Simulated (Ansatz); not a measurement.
# BSiNH+ (quintet): the correlation ladder, cc-pVDZ

One table from this session's results is given with a row withheld; the runs are named, their logs left out.

Program: Ansatz 0.2.0, Gaussian basis. Level of theory: cc-pVDZ, core rule «outside noble gas», up to 7 orbitals frozen. These are calculated values, not measurements.

The runs, in order: UHF; CCSD(T) on ROHF; CCSD(T) on UHF; BCCD(T) on ROHF; CISD; CCSDT(Q) on ROHF; CCSDT(Q) on UHF.

20 further runs of the same task are left out: 9 that didn't finish, 11 set aside as unsound or not needed.

### The geometry

The geometry is a PBE0/def2-TZVP stationary point (not a proven minimum) of the parent state, kept for this charge and spin.

4 atoms, charge 1, spin multiplicity 5.

Atoms are counted from 1 here; the program's logs count them from 0.

Bond lengths: N1–B2 1.336 Å, N1–Si3 1.777 Å, B2–Si3 2.063 Å, B2–H4 1.181 Å. Angles: B2–N1–Si3 81.7°, N1–B2–Si3 58.5°, N1–B2–H4 153.5°, Si3–B2–H4 148.1°, N1–Si3–B2 39.9°.

The first run:

Contents of in.yaml:

```yaml
crystal:
  periodic: [false, false, false]
  atoms:
    - {symbol: N, position_ang: [0.000000, -0.759800, 0.665432]}
    - {symbol: B, position_ang: [0.000000, 0.473968, 1.177819]}
    - {symbol: Si, position_ang: [0.000000, 0.151704, -0.859531]}
    - {symbol: H, position_ang: [0.000000, 1.247631, 2.069996]}
basis:
  gaussian: {orbitals: cc-pVDZ}
total_charge: 1
magnetization: {spin_polarized: true, initial_magnetization: 4}
hamiltonian: {xc: hf}
output: {orbitals: {seedname: orbitals}}
```

Launch:

```console
> ansatz run in.yaml --threads 1 --pin off --events-out ev --progress --plain --max-ram 2393MiB
```

Among the steps run: UHF; CCSD(T) on ROHF; CCSD(T) on UHF; BCCD(T) on ROHF; CISD; CCSDT(Q) on ROHF; CCSDT(Q) on UHF.

One table of the session follows, with a row left open; its other results are not shown here.

```
   method  from UCCSDT(Q) (meV)
     ROHF               +7375.5
      UHF               +7177.5
     RMP2               +1156.1
     UMP2               +1209.6
     CISD                +779.5
    RCCSD                +309.8
    UCCSD                +300.6
 RCCSD(T)                 +58.3
 UCCSD(T)                 +58.5
  BCCD(T)                 +59.6
   RCCSDT                 +21.1
   UCCSDT                 +19.2
RCCSDT(Q)                     ?
UCCSDT(Q)                     0
```

Q: Estimate the row for RCCSDT(Q) from the others.

**Answer.** from UCCSDT(Q) (meV): +2.9. In the column «from UCCSDT(Q) (meV)» it lies between UCCSDT(Q) (0) and UCCSDT (+19.2).

Limits of these values: Restricted and unrestricted rows rest on different reference determinants; where their highest levels disagree by more than a few hundredths of an eV, they describe different states and don't form one ladder.
